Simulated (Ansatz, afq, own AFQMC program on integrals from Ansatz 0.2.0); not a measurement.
## Atomization energy of AlGe, quartet

```
atom   x (Å)   y (Å)   z (Å)
  Ge  0.0000  0.0000  0.0000
  Al  0.0000  0.0000  2.4669
```

Atoms in their ground-state spins without spin–orbit coupling (mostly on UHF) minus the molecule (UHF), without zero-point energy. The geometry is a stationary point, not shown to be a minimum.

Basis cc-pVTZ. Noble-gas cores (and the filled d shells of Ga–Kr and In–Xe) are frozen. AFQMC by an in-house program on the Cholesky factors that Ansatz 0.2.0 writes for its CCSD(T) run. The CISD trial takes its coefficients from CCSD amplitudes. Released means that phaseless walkers are propagated on without the constraint, phases kept. Uncertainties: one standard error, sampling alone. No spin–orbit coupling. The errors of all members are added in quadrature.

No full CI on the walks' own integrals is used here; CCSDT(Q) serves as the reference and is uncertain by about the last step of the cluster series. Each member takes its own surest rung, up to full CI.

The best estimate is CCSD(T) at the basis-set limit (CBS: def2-TZVPP and def2-QZVPP, with their diffuse functions for anions and beside diffuse sets, CCSD(T) itself extrapolated) plus the step from CCSD(T) to CCSDT(Q) in cc-pVTZ. Rows without CBS are in cc-pVTZ; B2PLYP and the wave-function rows carry a basis error of their own. Core correlation and relativity beyond core potentials are missing, and ± holds the sampling alone.

Cautions: inner d shell frozen; no relativity below Rb; no spin-orbit coupling; AlGe (quartet): lower spins were not checked, the released energies are still falling, so no released level is given (meV from the phaseless value at times in 1/Eh: -4 ± 3 at 0.24, -9 ± 3 at 0.51, -17 ± 3 at 0.99, -21.0 ± 2.1 at 1.62, -23.9 ± 2.2 at 2.40), its ph-AFQMC/CISD value lies 35 ± 3 meV above CCSDT(Q).

Best estimate: 2.439 eV.

```
                  level  atomization energy (eV)  error against the best estimate (eV)
                     HF                    1.574                                -0.865
                    MP2                    2.310                                -0.129
                   CCSD                    2.169                                -0.270
                CCSD(T)                    2.302                                -0.138
          ph-AFQMC/CISD            2.308 ± 0.003                        -0.132 ± 0.003
                 HF/CBS                    1.581                                -0.859
                MP2/CBS                    2.398                                -0.041
            CCSD(T)/CBS                    2.408                                -0.031
                    PBE                    2.645                                 0.206
                 r2SCAN                    2.662                                 0.223
                   PBE0                    2.514                                 0.075
                  B3LYP                    2.304                                -0.135
                wB97M-V                    2.331                                -0.108
                 B2PLYP                    2.287                                -0.152
surest rungs in cc-pVTZ                    2.332                                -0.107
```

Correlation beyond CCSD(T) adds 0.031 eV. Going to the basis-set limit adds 0.107 eV at CCSD(T). The perturbative (T) step is worth +0.132 eV.

Best estimates are given only where the step beyond CCSD(T) is under 0.3 eV and no member's determinant is very poor (T1 over 0.05, or 0.07 for open shells, ⟨S²⟩ too high by 0.3, two states mixed), so the hardest cases are missing from such tables.

The functionals ran in a triple-zeta set and keep a basis error of their own, a few kJ/mol for each bond in atomization energies and more for double hybrids, so close places among them and the extrapolated levels can swap.

Each member of a difference takes its own highest rung, so a best estimate needn't equal the limit plus the step of one row. A walk keeps the symmetry of its determinant, which the program's search chose and which needn't be the lowest solution, so a lower state of the same spin and another symmetry isn't excluded.
